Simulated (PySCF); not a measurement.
Compound: C4H5N.
InChI=1S/C4H5N/c1-3-4-5-2/h1,4H,2H3/b5-4+

Computed with MP2 and CCSD/aug-cc-pVDZ in PySCF, restricted Hartree–Fock reference, frozen core, non-relativistic, gas phase, PBE0-D3(BJ)/def2-SVP geometry.

E(HF) = -208.75951 Eh.

(1) How large is the problem?

(2) What are the MP2 and CCSD correlation energies?

(3) What is the T1 diagnostic?

(4) How does correlation change the dipole moment?

Answers

(1) 160 basis functions and 36 electrons; 5 orbitals frozen, which leaves o = 13 correlated occupied and v = 142 virtual orbitals. That is o·v = 1846 singles and o·v(o·v + 1)/2 = 1704781 distinct closed-shell doubles amplitudes before symmetry; the costliest CCSD step grows as o²v⁴ = 6.9 × 10^10.

(2) MP2 -0.7110 Eh and CCSD -0.7472 Eh, which gives totals of -209.47046 and -209.50672 Eh. That is 0.782 eV for each correlated electron at CCSD (1962 kJ/mol in all, 0.357 % of the total energy); MP2 gives 95.1 % of the CCSD value.

(3) 0.0125, below the customary warning level of 0.02. It is the norm of the spatial-orbital singles amplitudes over the root of the number of correlated electrons, so the norm is 0.064.

(4) HF gives 1.61 D and CCSD (unrelaxed density) 1.44 D, a change of -0.17 D.

Connected triples and the basis-set limit are missing.

The job also held the EOM ionisation roots. The run took 8.2 min on Arm Neoverse N1, one thread (shared host).
